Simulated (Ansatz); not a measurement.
System: C2H, net charge 0, doublet state. It need not be the lowest isomer of its formula. 
Coordinates optimised at B3LYP-D3(BJ)/def2-TZVP (Ansatz, an electronic-structure program):
```xyz
3

C      0.0000     0.0000    -0.4720
C      0.0000     0.0000     0.7280
H      0.0000     0.0000    -1.5362
```
Charge 0, spin multiplicity 2.

Property: atomisation energy (electronic, to ground-state atoms), in kcal/mol. Valence correlation only, unless marked. Open shells are spin-unrestricted. Spin-orbit coupling is left out. Non-relativistic. The coupled-cluster limit lacks core correlation, which all-electron functionals hold. CBS(X,Y): correlation extrapolated as X^-3; Hartree-Fock from the larger set. [CCSD(T)-MP2]/basis is that difference in the basis named.

| level | program | atomisation energy (kcal/mol) | minus last row |
|---|---|---|---|
| BLYP-D3(BJ)/def2-TZVPD | Ansatz + dftd3 | 267.2 | 4.2 |
| BLYP-D4/def2-TZVPD | Ansatz + dftd4 | 267.0 | 4.0 |
| revPBE-D3(BJ)/def2-TZVPD | Ansatz + dftd3 | 267.9 | 4.9 |
| B3LYP-D3(BJ)/def2-TZVPD | Ansatz + dftd3 | 263.5 | 0.5 |
| BHLYP/def2-TZVPD | Ansatz | 248.4 | -14.6 |
| HSE06/def2-TZVPD | Ansatz | 266.7 | 3.7 |
| LC-wPBE-D4/def2-TZVPD | Ansatz + dftd4 | 264.1 | 1.1 |
| MP2/6-31G | Ansatz | 222.5 | -40.5 |
| MP2/cc-pVQZ | Ansatz | 257.6 | -5.4 |
| SCS-MP2/cc-pVQZ | Ansatz | 250.8 | -12.2 |
| CCSD/6-31G | Ansatz | 229.5 | -33.5 |
| CCSD/aug-cc-pVTZ | Ansatz | 249.1 | -13.9 |
| RI-MP2/CBS(def2-TZVPP,def2-QZVPP)+[CCSD(T)-MP2]/def2-TZVPP | Ansatz | 262.2 | -0.8 |
| RI-MP2/CBS(cc-pVTZ,cc-pVQZ)+[CCSD(T)-MP2]/cc-pVQZ | Ansatz | 262.8 | -0.2 |
| CCSD(T)/CBS(def2-TZVPPD,def2-QZVPPD) | Ansatz | 263.0 | 0.0 |

The UHF reference is spin-contaminated (<S^2> 0.36 over the pure value in the largest basis). The T1 diagnostic of CCSD in the largest basis is 0.062, which is high, so the coupled-cluster rows are less sure than usual.
